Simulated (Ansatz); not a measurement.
**How fast does Zn move in ZnS?**

All numbers below come from DFT r2SCAN, scalar-relativistic, plane waves, PAW in Ansatz 0.2.0. Run with 500 eV cutoff, 2×2×2 k-mesh, Gaussian smearing of 0.02 eV, no spin polarisation.

Host crystal, relaxed:

```
Zn S
1.0
     0.00000    2.69420    2.69420
     2.69420    0.00000    2.69420
     2.69420    2.69420    0.00000
Zn S
1 1
Direct
  0.00000 0.00000 0.00000
  0.75000 0.75000 0.75000
```

In a supercell of 16 host sites with charge -2, Zn trades places with a neighbouring Zn vacancy, moving 3.81 Å. Climbing-image nudged elastic band at fixed cell; the order of the saddle wasn't checked, and the small cell leaves errors of about a tenth of an eV.

| image | path (Å) | E − E(0) (eV) |
| --- | --- | --- |
| 0 | 0.00 | 0.000 |
| 1 | 0.79 | 0.291 |
| 2 | 1.58 | 1.208 |
| 3 | 2.37 | 1.575 |
| 4 | 3.16 | 1.208 |
| 5 | 3.94 | 0.291 |
| 6 | 4.73 | 0.000 |

Question: What are the barriers forward and back, and what attempt frequency does the shape suggest?

Answer: Forward 1.58 eV, back 1.58 eV, the ends being level. For a sinusoidal profile E_b sin²(πx/l), with the Zn atom alone moving, ν = (1/l)√(E_b/2m) = 2.8×10¹² s⁻¹, within an order of magnitude of the customary 10¹³ s⁻¹; a true prefactor needs the vibrations at the minimum and at the saddle.

Question: With ν = 10¹³ s⁻¹, how often does the exchange happen at 300, 600 and 1000 K once atom and vacancy are neighbours, taking the host as solid throughout? Does that give the diffusivity?

Answer: k = ν exp(−E_b/k_BT):
| T (K) | k (1/s) | wait (s) |
| --- | --- | --- |
| 300 | 3.4×10⁻¹⁴ | 2.9×10¹³ |
| 600 | 0.58 | 1.7 |
| 1000 | 1.1×10⁵ | 8.7×10⁻⁶ |

No. The atom can jump only when a vacancy is beside it, so where vacancies are thermal the activation energy of diffusion adds the vacancy's formation energy; where doping, quenching or off-stoichiometry fixes their number, it doesn't. And repeated exchanges only swap the two back and forth: Zn gets on when the vacancy moves round it by other jumps, which the correlation factor counts. An error of 0.1 eV in the barrier changes k by a factor of 48 at 300 K and 3.2 at 1000 K.

Cost: 1 run of about 44 core-minutes, on Intel Xeon Processor @ 2.10GHz (Emerald Rapids) (shared hosts).